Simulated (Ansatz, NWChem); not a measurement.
## Worked example: the enthalpy of formation of C2H3F3 (1,1,1-trifluoroethane)

C2H3F3: 8 atoms, total charge 0, spin state singlet. SMILES: `CC(F)(F)F`. The shape is that of a PBE0-D4/def2-TZVP optimisation.

Total energies at CCSD(T)/cc-pVDZ, 5 core orbitals frozen (NWChem 7.3.0); the atoms run unrestricted:

| species | state | energy (Eh) |
| --- | --- | --- |
| C2H3F3 | singlet | -376.716037 |
| C | triplet | -37.760377 |
| F | doublet | -99.527574 |
| H | doublet | -0.499278 |

Harmonic wavenumbers at PBE0-D4/def2-TZVP, in cm⁻¹: 227, 365, 365, 544, 544, 606, 849, 978, 978, 1243, 1243, 1297, 1431, 1476, 1476, 3088, 3180, 3181.

Measured heats of formation of the gaseous atoms at 298.15 K, in kJ/mol: C 716.9, F 79.4, H 218.0. Spin-orbit lowering of the atoms at 298 K (mean of the ground term's levels less their thermal mean, from spectra), in kJ/mol: C 0.02, F 1.29. Take 1 Eh = 2625.50 kJ/mol, 1 cm⁻¹ = 0.0119627 kJ/mol, RT = 2.479 kJ/mol.

**Question.** What heat of formation follows?

**Answer.** 
1. Electronic atomisation energy: 2 × (-37.760377) + 3 × (-99.527574) + 3 × (-0.499278) − (-376.716037) = 1.114727 Eh = 2926.7 kJ/mol.
2. Zero-point energy: half the sum of the wavenumbers, 11535.5 cm⁻¹ = 138.0 kJ/mol.
3. Thermal vibrational enthalpy, Σ hcν̃/(exp(hcν̃/kT) − 1): 5.1 kJ/mol. Translation, rotation and pV of a non-linear molecule: 4 RT = 9.9 kJ/mol.
4. The 8 free atoms carry 5/2 RT each: 49.6 kJ/mol.
5. Spin-orbit coupling lowers the free atoms by 2 × 0.02 + 3 × 1.29 = 3.9 kJ/mol.
6. Atomisation enthalpy at 298 K: 2926.7 − 3.9 − 138.0 − 5.1 − 9.9 + 49.6 = 2819.4 kJ/mol.
7. Sum of the atoms' heats of formation: 2326.0 kJ/mol. Heat of formation: 2326.0 − 2819.4 = -493.4 kJ/mol.

The tabulated value is -744.6 kJ/mol (CRC Handbook of Chemistry and Physics), so this level is off by +251.2 kJ/mol, or 8.2 % of the atomisation enthalpy. Coupled cluster needs large bases for atomisation: in a finite one the molecule is underbound. A double-zeta basis underbinds. Anharmonicity and any spin-orbit splitting of the molecule are left out, and so is core correlation.
